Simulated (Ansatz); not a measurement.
AlBH₄O, SMILES `[BH2][AlH][OH]`, relaxed with RKS PBE0-D4/def2-TZVP in Ansatz from a PBE-D4/def2-SVP geometry. The force threshold is 0.005 eV/Å; the program also tests the step.

Charge 0, multiplicity 1.

Start:

```xyz
7

B    -0.640   -1.215    0.695
Al    0.377    0.216   -0.504
O     0.253    1.866   -0.003
H    -1.793   -1.555    0.483
H    -0.113   -1.788    1.635
H     1.238   -0.119   -1.824
H     0.679    2.595   -0.482
```

| step | energy (eV) | largest force (eV/Å) | largest move (Å) |
| --- | --- | --- | --- |
| 1 | -9380.2260 | 0.644 | 0.000 |
| 2 | -9380.2489 | 0.259 | 0.024 |
| 3 | -9380.2524 | 0.031 | 0.013 |
| 4 | -9380.2526 | 0.004 | 0.008 |

End:

```xyz
7

B    -0.638   -1.209    0.692
Al    0.375    0.221   -0.503
O     0.252    1.845   -0.007
H    -1.772   -1.542    0.483
H    -0.117   -1.767    1.617
H     1.228   -0.114   -1.809
H     0.672    2.566   -0.475
```

It took 9 s on 2 threads of an Arm Neoverse V1 on a shared host, with 0.19 GiB of host memory at the peak.
